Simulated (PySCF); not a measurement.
**Gas-phase XPS of `C/C=C(\F)CC`, computed**

C₅H₉F.
Numbering: `[CH3:1]/[CH:2]=[C:3](\[F:4])[CH2:5][CH3:6]`

Method used: delta-SCF UKS SCAN, pcX-2 on the ionised atom, pcseg-1 elsewhere, spin-free X2C (PySCF 2.14.0). These are vertical core ionisation energies against the vacuum level, from separate self-consistent calculations with and without the core hole.

Give the core binding energies atom by atom.

```tsv
atom(s)	environment	level	binding energy (eV)	above the level's lowest (eV)	count
C1	allylic carbon	C 1s	290.76	+0.60	1
C2	alkene CH carbon	C 1s	290.16	0.00	1
C3	vinylic C–F carbon	C 1s	292.31	+2.15	1
F4	vinyl fluorine	F 1s	692.57	0.00	1
C5	allylic carbon	C 1s	291.04	+0.88	1
C6	methyl carbon	C 1s	290.67	+0.51	1
```

The listed C 1s values span 2.15 eV, from C2 (bonded to C (double bond), C and H) to C3 (bonded to F, C (double bond) and C). The widest gap between neighbouring values is 1.27 eV, between 291.04 and 292.31 eV.

Which effective nuclear charge Zeff reproduces each element's mean 1s value in the hydrogen-like formula E = 13.606 eV × Zeff²?

C (Z = 6): mean 291.0 eV, Zeff = 4.62, Z − Zeff = 1.38; F (Z = 9): mean 692.6 eV, Zeff = 7.13, Z − Zeff = 1.87. Means run over the listed sites, weighted by atom count.

Which photon energy gives electrons from C 1s of C3 a kinetic energy of 150 eV, and what is their de Broglie wavelength?

hν = 292.31 + 150 = 442.31 eV, recoil neglected; λ = 12.264 Å/√(E/eV) = 1.00 Å.

Isolated species at its PBE0-D3(BJ)/def2-SVP geometry (one conformer only).

Conformer computed: `[CH3:1]/[CH:2]=[C:3](\[F:4])[CH2:5][CH3:6]`: C2–C3–C5–C6 120°.
